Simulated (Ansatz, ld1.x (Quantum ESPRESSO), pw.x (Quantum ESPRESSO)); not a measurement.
# From atom to crystal: TM potential for Zn (Z = 30)

zinc, norm-conserving Troullier–Martins (Kleinman–Bylander form), made with ld1.x (Quantum ESPRESSO) 7.5 (PBEsol, scalar-relativistic). Core [Ar] 3d10, reference 4s1 4p0 (charge +1). Waves: 4s (bound): rc 1.95 bohr; 4p (bound, empty): rc 2.35 bohr. Local part: all-electron potential smoothed inside 2.05 bohr (lloc = -1). Core correction: Bessel-smoothed model core, default radius (core density twice the valence density).

Atomic tests: cutoffs needed: 10 Ry and 30 Ry (the cutoffs (Ry, on a coarse ladder) from which the occupation-weighted sum of valence levels, in a spherical-Bessel basis at the reference potential, stays within 10 and 1 mRy of its value at 400 Ry); ghost test: no extra level below or beside the all-electron valence levels (s, p, d, f tested) (spherical-Bessel basis up to 400 Ry, 20 bohr box); largest excitation error: -106 meV (all-electron minus pseudo) for 4s2 4p0, out of 5 test configurations.

Crystal test: sc Zn in pw.x 7.5, no spin, 13³ k-points, Fermi–Dirac smearing 0.01 Ry, cutoffs 50/200 Ry. The reference is all-electron LAPW (Ansatz 0.2.0) with the same functional, mesh and smearing; V0 and B0 come from Birch–Murnaghan fits to the pressures at five volumes. Errors are pseudo minus all-electron; Δ is the rms difference of the E(V) curves that follow from these fits, minima aligned, over ±6 % about the mean V0. Mesh and smearing are coarse, so the numbers serve the comparison and aren't converged zero-temperature values; the lattice is a test structure that the element need not adopt.

```csv
V (Å³/atom),P all-electron (GPa),P pseudo (GPa)
16.103,3.18,-11.60
16.527,1.30,-11.93
16.951,-0.30,-12.19
17.375,-1.68,-12.38
17.799,-2.86,-12.51
```

All-electron: a0 = 2.565 Å (V0 = 16.87 Å³/atom), B0 = 61.0 GPa.

Pseudopotential: mean pressure error (GPa): -12.05. The pressure does not cross zero within the volumes sampled, so no fit is given. This is a poor potential for the solid.

Problem. At the middle volume, how do free energy and pressure move when the wave cutoff is lowered (ecutrho kept at four times it)?

Solution.

```json
{"cutoff (Ry)": "22", "shift of F (meV/atom)": "+28.8", "shift of P (GPa)": "-0.49"}
{"cutoff (Ry)": "30", "shift of F (meV/atom)": "+5.5", "shift of P (GPa)": "-0.27"}
{"cutoff (Ry)": "40", "shift of F (meV/atom)": "+0.6", "shift of P (GPa)": "+0.04"}
```

The run at the middle volume (84 k-points, 8 iterations) took about 4.1 s on one core of a shared host (Neoverse-V2, 192 threads, 742 GiB, load 77).
